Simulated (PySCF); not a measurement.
# Spin-orbit coupling and the first ionisation energy along group 13

Two-component X2C-1e calculated with PySCF 2.14: MP2 on generalised Hartree-Fock spinors (GMP2), with spin-orbit coupling off and on (screened by Boettger's factors); no Breit or QED terms. Values in eV; the references (NIST) lie between the lowest levels. Elements whose determinants are no pure J levels are left out.

```
                                  element                               configurations  spin-free  with spin-orbit  shift  reference
            B (x2c-SVPall-2c, 1s2 frozen)                      [He] 2s2 2p1 → [He] 2s2      8.200            8.201  0.001      8.298
          Al (x2c-SVPall-2c, [Ne] frozen)                      [Ne] 3s2 3p1 → [Ne] 3s2      5.647            5.656  0.009      5.986
          Ga (x2c-SVPall-2c, [Ne] frozen)            [Ar] 3d10 4s2 4p1 → [Ar] 3d10 4s2      5.754            5.823  0.069      5.999
     In (x2c-SVPall-2c, [Ar] 3d10 frozen)            [Kr] 4d10 5s2 5p1 → [Kr] 4d10 5s2      5.348            5.540  0.192      5.786
Tl (x2c-SVPall-2c, [Kr] 4d10 4f14 frozen)  [Xe] 4f14 5d10 6s2 6p1 → [Xe] 4f14 5d10 6s2      5.053            5.734  0.681      6.108
```

The largest shift is at Tl, 0.681 eV, where spin-orbit coupling lowers the species with more electrons by more than the one with fewer (starting occupations 6p1/2^1 and closed).

What remains against the references is mostly the basis and correlation beyond MP2.
